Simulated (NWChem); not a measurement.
All runs are NWChem calculations. System: methylamine (CH₅N), charge 0, spin multiplicity 1, at a geometry optimised with PBE0/def2-SVP. Level: RI-MP2/cc-pVTZ, 2 core orbitals frozen.

Input file:

```
start mol
memory heap 200 mb stack 900 mb global 1100 mb
geometry units angstroms nocenter noautoz
  C     -0.087363     0.690401     0.000000
  N      0.196785    -0.727851     0.000000
  H      0.373004     1.164010    -0.881725
  H      0.373004     1.164010     0.881725
  H     -1.160601     0.977078     0.000000
  H     -0.219363    -1.176274    -0.813321
  H     -0.219363    -1.176274     0.813321
  symmetry group Cs
end
basis spherical
  * library cc-pvtz
end
basis "ri-mp2 basis" spherical
  * library cc-pvtz-ri
end
scf
  rhf
  nopen 0
  maxiter 100
  thresh 1e-7
  semidirect memsize 60000000 filesize 0
end
mp2
  freeze core 2
end
task rimp2 energy
```

NWChem printed:

```
             Northwest Computational Chemistry Package (NWChem) 7.3.0
             --------------------------------------------------------

                                NWChem Input Module
                                -------------------

 Scaling coordinates for geometry "geometry" by  1.889725989
 (inverse scale =  0.529177249)

 Turning off AUTOSYM since
 SYMMETRY directive was detected!

                             Geometry "geometry" -> ""
                             -------------------------

 Output coordinates in angstroms (scale by  1.889725989 to convert to a.u.)

  No.       Tag          Charge          X              Y              Z
 ---- ---------------- ---------- -------------- -------------- --------------
    1 C                    6.0000    -0.08736300     0.69040100     0.00000000
    2 N                    7.0000     0.19678500    -0.72785100     0.00000000
    3 H                    1.0000     0.37300400     1.16401000    -0.88172500
    4 H                    1.0000     0.37300400     1.16401000     0.88172500
    5 H                    1.0000    -1.16060100     0.97707800     0.00000000
    6 H                    1.0000    -0.21936300    -1.17627400    -0.81332100
    7 H                    1.0000    -0.21936300    -1.17627400     0.81332100

 Effective nuclear repulsion energy (a.u.)      42.0591031738

            Nuclear Dipole moment (a.u.)
            ----------------------------
        X                 Y               Z
 ---------------- ---------------- ----------------
    -0.0000037795    -0.0000018897     0.0000000000

      Symmetry information
      --------------------

 Group name             Cs
 Group number              2
 Group order               2
 No. of unique centers     5

      Symmetry unique atoms

     1    2    3    5    6


 Summary of "ao basis" -> "" (spherical)
 ------------------------------------------------------------------------------
       Tag                 Description            Shells   Functions and Types
 ---------------- ------------------------------  ------  ---------------------
 *                          cc-pvtz                   on all atoms

 Summary of "ri-mp2 basis" -> "" (spherical)
 ------------------------------------------------------------------------------
       Tag                 Description            Shells   Functions and Types
 ---------------- ------------------------------  ------  ---------------------
 *                         cc-pvtz-ri                 on all atoms

 Summary of "ao basis" -> "ao basis" (spherical)
 ------------------------------------------------------------------------------
       Tag                 Description            Shells   Functions and Types
 ---------------- ------------------------------  ------  ---------------------
 C                          cc-pvtz                 10       30   4s3p2d1f
 N                          cc-pvtz                 10       30   4s3p2d1f
 H                          cc-pvtz                  6       14   3s2p1d

                                 NWChem SCF Module
                                 -----------------

  ao basis        = "ao basis"
  functions       =   130
  atoms           =     7
  closed shells   =     9
  open shells     =     0
  charge          =   0.00
  wavefunction    = RHF
  use symmetry    = T
  symmetry adapt  = T

 Summary of "ao basis" -> "ao basis" (spherical)
 ------------------------------------------------------------------------------
       Tag                 Description            Shells   Functions and Types
 ---------------- ------------------------------  ------  ---------------------
 C                          cc-pvtz                 10       30   4s3p2d1f
 N                          cc-pvtz                 10       30   4s3p2d1f
 H                          cc-pvtz                  6       14   3s2p1d

      Symmetry analysis of basis
      --------------------------

        a'         78
        a"         52

 Forming initial guess at       0.1s

      Superposition of Atomic Density Guess
      -------------------------------------

 Sum of atomic energies:         -94.47914214

      Non-variational initial energy
      ------------------------------

 Total energy =     -95.648093
 1-e energy   =    -209.212527
 2-e energy   =      71.505331
 HOMO         =      -0.316313
 LUMO         =       0.070410

      Symmetry analysis of molecular orbitals - initial
      -------------------------------------------------

  Numbering of irreducible representations:

     1 a'          2 a"

  Orbital symmetries:

     1 a'          2 a'          3 a'          4 a'          5 a"
     6 a'          7 a'          8 a"          9 a'         10 a'
    11 a'         12 a"         13 a'         14 a"         15 a'
    16 a"         17 a'         18 a'         19 a"

 Starting SCF solution at       1.8s

 ----------------------------------------------
         Quadratically convergent ROHF

 Convergence threshold     :          1.000E-07
 Maximum no. of iterations :          100
 Final Fock-matrix accuracy:          1.000E-09
 ----------------------------------------------

              iter       energy          gnorm     gmax       time
             ----- ------------------- --------- --------- --------
                 1      -95.2227017866  6.67D-01  1.63D-01      2.0
                 2      -95.2479644381  2.70D-01  7.48D-02      2.2
                 3      -95.2522351462  9.87D-03  2.27D-03      2.7
                 4      -95.2522486385  8.21D-05  2.21D-05      3.7
                 5      -95.2522486395  9.67D-09  2.39D-09      5.5
[...]
         Total SCF energy =    -95.252248639541
      One-electron energy =   -211.518951083691
      Two-electron energy =     74.207599270321
 Nuclear repulsion energy =     42.059103173829

        Time for solution =      3.7s

       Symmetry analysis of molecular orbitals - final
       -----------------------------------------------

  Numbering of irreducible representations:

     1 a'          2 a"

  Orbital symmetries:

     1 a'          2 a'          3 a'          4 a'          5 a"
     6 a'          7 a'          8 a"          9 a'         10 a'
    11 a'         12 a"         13 a'         14 a"         15 a'
    16 a"         17 a'         18 a'         19 a"

             Final eigenvalues
             -----------------

              1
    1  -15.5359
    2  -11.2427
    3   -1.1701
    4   -0.8892
    5   -0.6586
    6   -0.6026
    7   -0.5556
    8   -0.5089
    9   -0.3884
   10    0.1392
   11    0.1772
   12    0.1974
   13    0.2236
   14    0.2424
   15    0.3148
   16    0.4061
   17    0.4151
   18    0.5053
   19    0.5056

                       ROHF Final Molecular Orbital Analysis
                       -------------------------------------

 Vector    7  Occ=2.000000D+00  E=-5.555786D-01  Symmetry=a'
              MO Center=  3.3D-02,  3.1D-01, -4.5D-15, r^2= 1.7D+00
   Bfn.  Coefficient  Atom+Function         Bfn.  Coefficient  Atom+Function
  ----- ------------  ---------------      ----- ------------  ---------------
     9      0.215273  1 C  py                39     -0.210106  2 N  py
     8      0.171839  1 C  px                 6      0.168271  1 C  py
    36     -0.161481  2 N  py

 Vector    8  Occ=2.000000D+00  E=-5.088577D-01  Symmetry=a"
              MO Center=  1.1D-01,  4.9D-01, -7.4D-16, r^2= 1.9D+00
   Bfn.  Coefficient  Atom+Function         Bfn.  Coefficient  Atom+Function
  ----- ------------  ---------------      ----- ------------  ---------------
    10      0.254563  1 C  pz                62     -0.212823  3 H  s
    76      0.212823  4 H  s                  7      0.206738  1 C  pz
    40     -0.154417  2 N  pz

 Vector    9  Occ=2.000000D+00  E=-3.884125D-01  Symmetry=a'
              MO Center=  1.5D-01, -4.0D-01, -8.9D-16, r^2= 1.6D+00
   Bfn.  Coefficient  Atom+Function         Bfn.  Coefficient  Atom+Function
  ----- ------------  ---------------      ----- ------------  ---------------
    41      0.366073  2 N  px                38      0.359975  2 N  px
    35      0.279104  2 N  px                90      0.204354  5 H  s
    34      0.158822  2 N  s

 Vector   10  Occ=0.000000D+00  E= 1.392478D-01  Symmetry=a'
              MO Center= -4.4D-01, -1.5D-01, -2.1D-16, r^2= 6.4D+00
   Bfn.  Coefficient  Atom+Function         Bfn.  Coefficient  Atom+Function
  ----- ------------  ---------------      ----- ------------  ---------------
     4      2.788071  1 C  s                 34      1.265424  2 N  s
    91     -0.985613  5 H  s                 63     -0.847633  3 H  s
    77     -0.847633  4 H  s                105     -0.846351  6 H  s
   119     -0.846351  7 H  s                 42     -0.596614  2 N  py
    12      0.355475  1 C  py                41     -0.326173  2 N  px

 Vector   11  Occ=0.000000D+00  E= 1.771754D-01  Symmetry=a'
              MO Center= -1.2D-01,  2.1D-01,  5.0D-15, r^2= 7.6D+00
   Bfn.  Coefficient  Atom+Function         Bfn.  Coefficient  Atom+Function
  ----- ------------  ---------------      ----- ------------  ---------------
     4      2.784940  1 C  s                 34     -2.164810  2 N  s
    63     -1.189192  3 H  s                 77     -1.189192  4 H  s
   105      0.968640  6 H  s                119      0.968640  7 H  s
    91     -0.897258  5 H  s                 41      0.475087  2 N  px
   104      0.359938  6 H  s                118      0.359938  7 H  s

 Vector   12  Occ=0.000000D+00  E= 1.974489D-01  Symmetry=a"
              MO Center=  2.1D-02, -4.0D-01, -5.8D-16, r^2= 7.2D+00
   Bfn.  Coefficient  Atom+Function         Bfn.  Coefficient  Atom+Function
  ----- ------------  ---------------      ----- ------------  ---------------
   105      1.557423  6 H  s                119     -1.557423  7 H  s
    63      1.370785  3 H  s                 77     -1.370785  4 H  s
    13      0.958120  1 C  pz                43      0.915551  2 N  pz
    40      0.222945  2 N  pz                10      0.216754  1 C  pz
   104      0.210352  6 H  s                118     -0.210352  7 H  s

 center of mass
 --------------
 x =   0.05157673 y =  -0.05766987 z =   0.00000000

 moments of inertia (a.u.)
 ------------------
          80.319544730056           8.753419861417           0.000000000000
           8.753419861417          18.734060774940           0.000000000000
           0.000000000000           0.000000000000          78.338723456378

  Mulliken analysis of the total density
  --------------------------------------

    Atom       Charge   Shell Charges
 -----------   ------   -------------------------------------------------------
    1 C    6     6.13   1.96  0.81  0.15  0.31  0.80  1.51  0.50  0.03  0.06  0.01
    2 N    7     7.36   1.95  0.91  0.19  0.44  0.99  1.84  1.00  0.01  0.03  0.00
    3 H    1     0.92   0.27  0.51  0.11  0.01  0.02  0.00
    4 H    1     0.92   0.27  0.51  0.11  0.01  0.02  0.00
    5 H    1     0.95   0.27  0.53  0.13  0.01  0.02  0.00
    6 H    1     0.86   0.26  0.46  0.07  0.01  0.04  0.00
    7 H    1     0.86   0.26  0.46  0.07  0.01  0.04  0.00

       Multipole analysis of the density wrt the origin
       ------------------------------------------------

     L   x y z        total         open         nuclear
     -   - - -        -----         ----         -------
     0   0 0 0     -0.000000      0.000000     18.000000

     1   1 0 0     -0.527374      0.000000     -0.000004
     1   0 1 0      0.015683      0.000000     -0.000002
     1   0 0 1     -0.000000      0.000000      0.000000

     2   2 0 0    -11.677891      0.000000      7.279125
     2   1 1 0      1.356812      0.000000     -3.978448
     2   1 0 1      0.000000      0.000000      0.000000
     2   0 2 0     -9.996876      0.000000     46.424021
     2   0 1 1     -0.000000      0.000000      0.000000
     2   0 0 2     -9.379204      0.000000     10.277023

                               NWChem RI-MP2 Module
                               --------------------

 Summary of "ri-mp2 basis" -> "ri-mp2 basis" (spherical)
 ------------------------------------------------------------------------------
       Tag                 Description            Shells   Functions and Types
 ---------------- ------------------------------  ------  ---------------------
 C                         cc-pvtz-ri               23       81   8s6p5d3f1g
 N                         cc-pvtz-ri               23       81   8s6p5d3f1g
 H                         cc-pvtz-ri               10       30   4s3p2d1f

 SCF Reference Information:
            File: './mol.movecs'
           Title: ''
    Size (AOxMO):    130 x    130
       Total Occ:              18.00
 RI-MP2 Calculation Information:
          Nr. of AO basis functions:        130
     Nr. of fitting basis functions:        312
               Nr. of MO spin cases:          1
        Nr. of MOs to be correlated:        128
     Nr. of occupied MOs correlated:          7
      Nr. of virtual MOs correlated:        121

          RI integral approximation: 'V'
    Threshold for Schwarz screening:  1.000E-09
 Smallest eigenvalue retained in fit  1.000E-08
    Type of storage for MO integrals 'EAF library'

 Transformation block size    7, requiring     1 integral passes.
 XForm_3cInts: Completed     1:    7 pass.
 Energy evaluation using block sizes     7    7
 RIMP2_V_E2: Approx. ints. done (    1:    7,    1:    7)
 RIMP2_V_E2: Copy to B done (    1:    7,    1:    7)
 RIMP2_V_E2: Denominators done (    1:    7,    1:    7)
 RIMP2_V_E2: Completed block (    1:    7,    1:    7)

          -------------------------------------------
          SCF energy                 -95.252248639541
          Correlation energy          -0.404734251277
          Total MP2 energy           -95.656982890818
          -------------------------------------------

 -----------------------
 Performance information
 -----------------------

 Timer overhead =  1.72D-07 seconds/call

               Nr. of calls         CPU time (s)                 Wall time (s)                GFlops
             ---------------    -------------------     ------------------------------   -------------------
Name         Min   Avg   Max    Min     Avg     Max     Min     Avg     Max   Mx/calls   Min     Max     Sum
Overall       1     1     1    6.8     6.8     6.8      6.8     6.8     6.8     6.8      0.0     0.0     0.0
3c integr     1     1     1   0.97    0.97    0.97     0.97    0.97    0.97    0.97      0.0     0.0     0.0
Energy        1     1     1   0.10    0.10    0.10     0.10    0.10    0.10    0.10      0.0     0.0     0.0
3c integr     1     1     1   0.95    0.95    0.95     0.95    0.95    0.95    0.95      0.0     0.0     0.0
First 2/3     3     3     3   1.18E-2 1.18E-2 1.18E-2  1.18E-2 1.18E-2 1.18E-2 3.94E-3   0.0     0.0     0.0
Final 1/3     1     1     1   7.91E-3 7.91E-3 7.91E-3  7.91E-3 7.91E-3 7.91E-3 7.91E-3   0.0     0.0     0.0
Write 3c      1     1     1   7.18E-4 7.18E-4 7.18E-4  7.18E-4 7.18E-4 7.18E-4 7.18E-4   0.0     0.0     0.0
Read 3c i     1     1     1   5.30E-4 5.30E-4 5.30E-4  5.30E-4 5.30E-4 5.30E-4 5.30E-4   0.0     0.0     0.0
Fitting b     1     1     1   0.10    0.10    0.10     0.10    0.10    0.10    0.10      0.0     0.0     0.0
Schwarz i     1     1     1   2.94E-2 2.94E-2 2.94E-2  2.94E-2 2.94E-2 2.94E-2 2.94E-2   0.0     0.0     0.0
Form 4ci      1     1     1   2.00E-2 2.00E-2 2.00E-2  2.00E-2 2.00E-2 2.00E-2 2.00E-2   0.0     0.0     0.0
Form A &      1     1     1   7.85E-2 7.85E-2 7.85E-2  7.85E-2 7.85E-2 7.85E-2 7.85E-2   0.0     0.0     0.0
Denominat     1     1     1   7.49E-4 7.49E-4 7.49E-4  7.50E-4 7.50E-4 7.50E-4 7.50E-4   0.0     0.0     0.0
Pair Ener     1     1     1   1.76E-3 1.76E-3 1.76E-3  1.76E-3 1.76E-3 1.76E-3 1.76E-3   0.0     0.0     0.0

 The average no. of pstat calls per process was 1.60D+01
 with a timing overhead of 2.75D-06s

 Task  times  cpu:        6.8s     wall:        6.8s

 Total times  cpu:        6.8s     wall:        6.8s
```
